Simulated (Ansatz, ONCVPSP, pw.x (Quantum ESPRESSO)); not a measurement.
From atom to crystal: ONCV potential for magnesium (Mg)

* Element: Mg (Z = 12)
* Generator: ONCVPSP 4.0.1.1 (patched build)
* Type: optimised norm-conserving Vanderbilt (ONCV)
* Functional: LDA (Perdew-Wang 92)
* Relativity: scalar-relativistic
* Frozen core: [Ne]
* Valence charge: 2
* Reference configuration: 3s2
* Partial waves: 3s: rc 2.75 bohr, ncon 4, nbas 7, qcut 2.4 1/bohr, 1 projector; p scattering state at 0.46 Ha: rc 2.75 bohr, ncon 4, nbas 7, qcut 3.6 1/bohr, 2 projectors, debl 2.7 Ha; d scattering state at 0.39 Ha: rc 2.75 bohr, ncon 4, nbas 7, qcut 3.9 1/bohr, 2 projectors, debl 3.3 Ha
* Local potential: polynomial inside 1.80 bohr (lpopt 5, dvloc0 6 Ha)
* Core correction: polynomial model core, fcfact 0.55

In the p channel the program set the typed energies aside and used 0.050, 2.750 Ha.

Atomic tests: cutoffs needed: 2.9 Ha and 13 Ha (the cutoffs (Ha) at which the residual kinetic energy of the hardest occupied pseudo-wave falls to 1 and 0.1 mHa per electron) The cutoffs count occupied waves only; projector 2 of the d channel, the hardest unoccupied one, needs 28 Ha at the loose tolerance.; ghost test: no bound ghost flagged; no localised positive-energy state flagged; largest excitation error: -44 meV (all-electron minus pseudo) for 3s0 3p2, out of 4 test configurations.

Crystal test: bcc Mg in pw.x 7.5, no spin, 13³ k-points, Fermi–Dirac smearing 0.01 Ry, cutoffs 50/200 Ry. The reference is all-electron LAPW (Ansatz 0.2.0) with the same functional, mesh and smearing; V0 and B0 come from Birch–Murnaghan fits to the pressures at five volumes. Errors are pseudo minus all-electron; Δ is the rms difference of the E(V) curves that follow from these fits, minima aligned, over ±6 % about the mean V0. Mesh and smearing are coarse, so the numbers serve the comparison and aren't converged zero-temperature values; the lattice is a test structure that the element need not adopt.

```
V (Å³/atom)  P all-electron (GPa)  P pseudo (GPa)
     20.498                  2.38            1.78
     21.038                  1.20            0.65
     21.577                  0.17           -0.34
     22.116                 -0.75           -1.22
     22.656                 -1.55           -1.99
```

All-electron: a0 = 3.513 Å (V0 = 21.67 Å³/atom), B0 = 38.2 GPa.

Pseudopotential: mean pressure error (GPa): -0.51; a0 (Å): 3.497; a0 error (%): -0.45; B0 error (%): +1.0; Δ (meV/atom): 2.4.

Task: At the middle volume, how do free energy and pressure move when the wave cutoff is lowered (ecutrho kept at four times it)?

Result:

```json
{"cutoff (Ry)": "22", "shift of F (meV/atom)": "+5.6", "shift of P (GPa)": "-0.05"}
{"cutoff (Ry)": "30", "shift of F (meV/atom)": "+1.1", "shift of P (GPa)": "-0.05"}
{"cutoff (Ry)": "40", "shift of F (meV/atom)": "+0.0", "shift of P (GPa)": "+0.00"}
```

Input at the middle volume:

```
&control
  calculation='scf', prefix='x', pseudo_dir='./', outdir='./tmp', tstress=.true., disk_io='none'
/
&system
  ibrav=0, nat=1, ntyp=1, ecutwfc=50, ecutrho=200, nbnd=8,
  occupations='smearing', smearing='fd', degauss=0.01
/
&electrons
  conv_thr=1e-09, mixing_beta=0.4, electron_maxstep=70
/
ATOMIC_SPECIES
Mg 1.0 Mg.UPF
CELL_PARAMETERS angstrom
  -1.75378771 1.75378771 1.75378771
  1.75378771 -1.75378771 1.75378771
  1.75378771 1.75378771 -1.75378771
ATOMIC_POSITIONS crystal
Mg 0.0000 0.0000 0.0000
K_POINTS automatic
13 13 13 0 0 0
```

```bash
pw.x < Mg.scf.in > Mg.scf.out
```

Lines of the output:

```
Message from routine setup:
     using ibrav=0 with symmetry is DISCOURAGED, use correct ibrav instead
     lattice parameter (alat)  =       5.7403  a.u.
     unit-cell volume          =     145.6088 (a.u.)^3
     number of electrons       =         2.00
     number of Kohn-Sham states=            8
     kinetic-energy cutoff     =      50.0000  Ry
     charge density cutoff     =     200.0000  Ry
     scf convergence threshold =      1.0E-09
     Exchange-correlation= SLA  PW   NOGX NOGC
     number of k points=    84  Fermi-Dirac smearing, width (Ry)=  0.0100
     iteration #  1     ecut=    50.00 Ry     beta= 0.40
     total energy              =      -3.10757013 Ry
     estimated scf accuracy    <       0.00430321 Ry
     iteration #  2     ecut=    50.00 Ry     beta= 0.40
     total energy              =      -3.10696699 Ry
     estimated scf accuracy    <       0.00143196 Ry
     iteration #  3     ecut=    50.00 Ry     beta= 0.40
     total energy              =      -3.10700567 Ry
     estimated scf accuracy    <       0.00000008 Ry
     iteration #  4     ecut=    50.00 Ry     beta= 0.40
     total energy              =      -3.10700650 Ry
     estimated scf accuracy    <       0.00000005 Ry
     iteration #  5     ecut=    50.00 Ry     beta= 0.40
     total energy              =      -3.10700649 Ry
     estimated scf accuracy    <       0.00000003 Ry
     iteration #  6     ecut=    50.00 Ry     beta= 0.40
     the Fermi energy is     3.8142 ev
!    total energy              =      -3.10700649 Ry
     estimated scf accuracy    <          1.5E-11 Ry
     smearing contrib. (-TS)   =      -0.00211221 Ry
     The total energy is F=E-TS. E is the sum of the following terms:
     one-electron contribution =       1.35771986 Ry
     hartree contribution      =       0.00323391 Ry
     xc contribution           =      -2.26968780 Ry
     ewald contribution        =      -2.19616024 Ry
     convergence has been achieved in   6 iterations
          total   stress  (Ry/bohr**3)                   (kbar)     P=       -3.42
     Message from routine punch:
     Nothing written, as per user request (disk_io='none')
```

The run at the middle volume (84 k-points, 6 iterations) took about 8.6 s on one core of a shared host (Neoverse-N1, 64 threads, 124 GiB, load 53).
